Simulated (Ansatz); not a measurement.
# CHAlN: the cost of one run

Computed with Ansatz 0.2.0, Gaussian basis. Level: def2-TZVPP, core rule «outside noble gas», up to 7 orbitals frozen.

To be run: UHF; ROHF; CCSD(T) on UHF.

2 further runs of the same task are left out: 2 set aside as unsound or not needed.

## (1) What is computed

The geometry is a PBE0/def2-TZVP stationary point (not a proven minimum) of the parent state, kept for this charge and spin.

4 atoms, charge 0, spin multiplicity 4.

Atoms are counted from 1 here; the program's logs count them from 0.

Bond lengths: Al1–C2 2.001 Å, C2–N3 1.208 Å, N3–H4 1.022 Å. Angles: Al1–C2–N3 172.8°, C2–N3–H4 124.4°.

Coordinates:

```
atom    x (Å)    y (Å)    z (Å)
 Al1   0.0000  -0.1308   2.2692
  C2   0.0001  -0.1177   0.2678
  N3   0.0000  -0.2604  -0.9317
  H4  -0.0001   0.5089  -1.6052
```

## (2) UHF

The input, in.yaml:

```yaml
crystal:
  periodic: [false, false, false]
  atoms:
    - {symbol: Al, position_ang: [-0.000010, -0.130819, 2.269156]}
    - {symbol: C, position_ang: [0.000100, -0.117705, 0.267760]}
    - {symbol: N, position_ang: [-0.000031, -0.260415, -0.931731]}
    - {symbol: H, position_ang: [-0.000059, 0.508939, -1.605185]}
basis:
  gaussian: {orbitals: def2-TZVPP}
magnetization: {spin_polarized: true, initial_magnetization: 3}
hamiltonian: {xc: hf}
output: {orbitals: {seedname: orbitals}}
```

Run with:

```
ansatz run in.yaml --threads 1 --pin off --events-out ev --progress --plain --max-ram 4096MiB --backend cpu
```

What time and memory should one allow on 1 thread of AMD EPYC 7R13, shared host?

About 6 s, with a peak of 0.26 GiB.
